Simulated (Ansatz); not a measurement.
# C2HFO2, SMILES O=C1OC1F: harmonic frequencies at the relaxed geometry

Program: Ansatz 0.2.0 through its Python package.

Run as a notebook:

**Cell 1**
```python
import itertools

import ansatz as az
from ase import Atoms
from ase.data import atomic_numbers, covalent_radii
from ase.thermochemistry import IdealGasThermo
import numpy as np
from rdkit import Chem
from rdkit.Chem import AllChem
```

**Cell 2**
```python
BASIS_SET = "def2-SVP"
FUNCTIONAL = "r2scan"

# start geometry from RDKit
rd = Chem.AddHs(Chem.MolFromSmiles("O=C1OC1F"))
AllChem.EmbedMolecule(rd, randomSeed=205)
AllChem.UFFOptimizeMolecule(rd)
system = az.Crystal.molecule()
for atom, xyz in zip(rd.GetAtoms(), rd.GetConformer().GetPositions()):
    system = system.atom(atom.GetSymbol(), xyz.round(5).tolist())
```

**Cell 3**
```python
setup = system.calculation()
setup = setup.basis(gaussian=BASIS_SET)
setup = setup.functional(FUNCTIONAL)
symbols = [site.symbol for site in system.cartesian_sites]
start = np.array([site.position_ang for site in system.cartesian_sites], dtype=float)
r = setup.relax(force_tolerance=0.003, max_steps=100).run().report
end = np.array(r["positions_ang"])
```

**Cell 4**
```python
# pairs closer than 1.2 times the sum of covalent radii, before or after
radius = [covalent_radii[atomic_numbers[s]] for s in symbols]
span = lambda where, i, j: np.linalg.norm(where[i] - where[j])
bonded = [(i, j) for i, j in itertools.combinations(range(len(symbols)), 2) if min(span(start, i, j), span(end, i, j)) < 1.2 * (radius[i] + radius[j])]
print("pair        before    after (A)")
for i, j in bonded:
    print(f"{symbols[i]}{i}-{symbols[j]}{j}".ljust(10), f"{span(start, i, j):8.4f} {span(end, i, j):8.4f}")
```
Output:
```text
pair        before    after (A)
O0-C1        1.2580   1.1860
C1-O2        1.5001   1.3451
C1-C3        1.3742   1.4507
O2-C3        1.3659   1.4766
C3-F4        1.3816   1.3337
C3-H5        1.1094   1.0979
```

**Cell 5**
```python
# frequencies need a stationary point, so they are taken at the relaxed geometry
minimum = az.Crystal.molecule()
for symbol, place in zip(symbols, end):
    minimum = minimum.atom(symbol, place.tolist())
vibrating = (
    minimum.calculation()
    .basis(gaussian=BASIS_SET)
    .functional(FUNCTIONAL)
    .phonons(temperatures=(100, 500, 100))
)
vib = vibrating.run().report["vibrations"]
sums = vib["harmonic_sums"]
modes = [m["omega_inv_cm"] for m in sums["modes_at_gamma"] if m["rigid_motion"] == "no"]
print("frequencies (1/cm):", " ".join(f"{w:.0f}" for w in modes))
print("imaginary modes:", sum(w < 0 for w in modes), " zero-point energy:", round(sums["zero_point_energy_ev"], 4), "eV")
# rigid rotor and ideal gas, symmetry number taken as one
gas = IdealGasThermo(vib_energies=[w / 8065.544 for w in modes if w > 0], geometry="linear" if len(modes) == 3 * len(symbols) - 5 else "nonlinear",
                     atoms=Atoms(symbols, positions=end), symmetrynumber=1, spin=0.0)
print(f"H(298 K) - E = {gas.get_enthalpy(298.15, verbose=False):.4f} eV")
print(f"S(298 K, 1 bar) = {96485.33 * gas.get_entropy(298.15, 1e5, verbose=False):.1f} J/(mol K) with symmetry number 1")
```
Output:
```text
frequencies (1/cm): 247 457 540 701 726 926 1094 1186 1244 1376 2064 3161
imaginary modes: 0  zero-point energy: 0.8506 eV
H(298 K) - E = 0.9881 eV
S(298 K, 1 bar) = 283.5 J/(mol K) with symmetry number 1
```

What to keep in mind:
- The frequencies are harmonic and unscaled, in a modest basis. The result belongs to the one conformer reached from this start, and soft torsions count as harmonic oscillators.
- The entropy takes a symmetry number of 1; a symmetric molecule's is lower by R ln(sigma).
- Run time: 100 s on 1 thread of Arm Neoverse V2, with other jobs on the host, peak memory 0.31 GiB.

(Lines on the test bed's own set-up are left out of the output.)
